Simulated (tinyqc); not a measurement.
Inside a calculation. Method: UHF in the sto-3g basis, for CH2, spin multiplicity 3. One step of it, computed by the program tinyqc.

Question. Iteration 2: DIIS coefficients. Solve [B -1; -1 0][c; lambda] = [0; -1] for the coefficients, which sum to one.

B (overlaps of the stored error matrices):
```
[[1.3724631e+00, -6.6475951e-02],
 [-6.6475951e-02, 9.6375622e-03]]
```

Give: DIIS coefficients.

Answer.

DIIS coefficients: [0.0502, 0.9498]
